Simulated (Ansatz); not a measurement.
# CH7NSi: a ladder of functionals and wavefunction methods

One table from this session's results is given with a row withheld; the runs are named, their logs left out.

Computed with Ansatz 0.2.0, Gaussian basis. Level: functionals in def2-TZVPP, the program's frozen cores in correlated methods.

Plan: LDA (SPW92), PBE-D4, revPBE-D4, BLYP-D4, r2SCAN-D4, B97M-V, PBE0-D4, B3LYP-D4, r2SCANh-D4, r2SCAN0-D4, HSE06-D4, BHLYP-D4, CAM-B3LYP-D4, LC-ωPBE, ωB97X-V, ωB97M-V, B2PLYP, PBE-QIDH; CCSD(T)/def2-SVP; CCSD(T)/def2-TZVPP; MP2/def2-QZVPP; extrapolation to the limit; RPA on PBE.

## Structure used throughout

An earlier PBE0-D4 in a triple-zeta def2 set relaxation fixed the geometry.

SMILES `CN[SiH3]`, 10 atoms, charge 0, spin multiplicity 1.

Atoms are counted from 1 here; the program's logs count them from 0.

Bond lengths: C1–N2 1.447 Å, C1–H4 1.094 Å, C1–H5 1.093 Å, C1–H6 1.098 Å, N2–Si3 1.716 Å, N2–H7 1.007 Å, Si3–H8 1.488 Å, Si3–H9 1.496 Å, Si3–H10 1.486 Å. Angles: N2–C1–H4 110.9°, N2–C1–H5 109.5°, N2–C1–H6 113.8°, H4–C1–H5 107.0°, H4–C1–H6 108.0°, H5–C1–H6 107.4°, C1–N2–Si3 123.0°, C1–N2–H7 113.7°, Si3–N2–H7 117.6°, N2–Si3–H8 108.6°, N2–Si3–H9 115.3°, N2–Si3–H10 107.4°, H8–Si3–H9 106.6°, H8–Si3–H10 110.9°, H9–Si3–H10 108.0°.

As a file:

```xyz
10
CH7NSi
C    -1.0742    0.5509   -0.6868
N     0.3290    0.2414   -0.5160
Si    0.9294   -0.6831    0.7988
H    -1.3081    0.7331   -1.7395
H    -1.6776   -0.3040   -0.3694
H    -1.4093    1.4221   -0.1082
H     0.9460    0.9229   -0.9275
H     0.2108   -1.9857    0.8307
H     0.7531   -0.0638    2.1490
H     2.3839   -0.8850    0.5718
```

Set-up of the first run:

Input file in.yaml:

```yaml
crystal:
  periodic: [false, false, false]
  atoms:
    - {symbol: C, position_ang: [-1.074194, 0.550868, -0.686812]}
    - {symbol: N, position_ang: [0.328959, 0.241420, -0.516025]}
    - {symbol: Si, position_ang: [0.929409, -0.683071, 0.798775]}
    - {symbol: H, position_ang: [-1.308118, 0.733092, -1.739518]}
    - {symbol: H, position_ang: [-1.677622, -0.304007, -0.369392]}
    - {symbol: H, position_ang: [-1.409287, 1.422082, -0.108171]}
    - {symbol: H, position_ang: [0.946047, 0.922943, -0.927502]}
    - {symbol: H, position_ang: [0.210772, -1.985730, 0.830713]}
    - {symbol: H, position_ang: [0.753116, -0.063800, 2.148998]}
    - {symbol: H, position_ang: [2.383918, -0.885001, 0.571833]}
basis:
  gaussian: {orbitals: def2-TZVPP}
hamiltonian: {xc: lda}
output: {orbitals: {seedname: orbitals}}
```

Steps of the session up to this table: LDA; PBE-D4 (GGA); revPBE-D4 (GGA); BLYP-D4 (GGA); r2SCAN-D4 (meta-GGA); B97M-V (meta-GGA); PBE0-D4 (hybrid); B3LYP-D4 (hybrid); r2SCANh-D4 (hybrid); r2SCAN0-D4 (hybrid); HSE06-D4 (hybrid); BHLYP-D4 (hybrid); CAM-B3LYP-D4 (range-separated); LC-ωPBE-D4 (range-separated; the results give it without D4); ωB97X-V (range-separated); ωB97M-V (range-separated); B2PLYP (double hybrid); PBE-QIDH (double hybrid).

One of the session's tables, all rows but one given; the rest of the session is left out.

It belongs to the step «Frontier levels by functional». 

| functional | HOMO (eV) | LUMO (eV) | gap (eV) |
| --- | --- | --- | --- |
| LDA (SPW92) | -5.52 | -0.58 | 4.94 |
| PBE-D4 | -5.43 | -0.36 | 5.07 |
| revPBE-D4 | -5.39 | -0.26 | 5.13 |
| BLYP-D4 | -5.32 | -0.28 | 5.05 |
| r2SCAN-D4 | -5.70 | 0.15 | 5.84 |
| B97M-V | -5.88 | -0.22 | 5.66 |
| PBE0-D4 | -6.79 | 0.47 | 7.27 |
| B3LYP-D4 | -6.58 | 0.22 | 6.79 |
| r2SCANh-D4 | ? | ? | ? |
| r2SCAN0-D4 | -6.98 | 0.80 | 7.78 |
| HSE06-D4 | -6.39 | 0.10 | 6.49 |
| BHLYP-D4 | -8.10 | 1.22 | 9.32 |
| CAM-B3LYP-D4 | -8.20 | 1.36 | 9.56 |
| LC-ωPBE | -9.56 | 2.59 | 12.15 |
| ωB97X-V | -9.22 | 2.41 | 11.63 |
| ωB97M-V | -9.13 | 2.02 | 11.15 |

Q: Estimate the row for r2SCANh-D4 from the others.

Worked estimate for «HOMO (eV)». Against the share of exact exchange, r2SCAN-D4 (0, -5.70), r2SCAN0-D4 (0.25, -6.98) give a slope of -5.12 per unit share; at 0.1 the line stands at -6.21.

As computed: HOMO (eV): -6.21; LUMO (eV): 0.41; gap (eV): 6.62. In «HOMO (eV)» the line misses by 0.00.
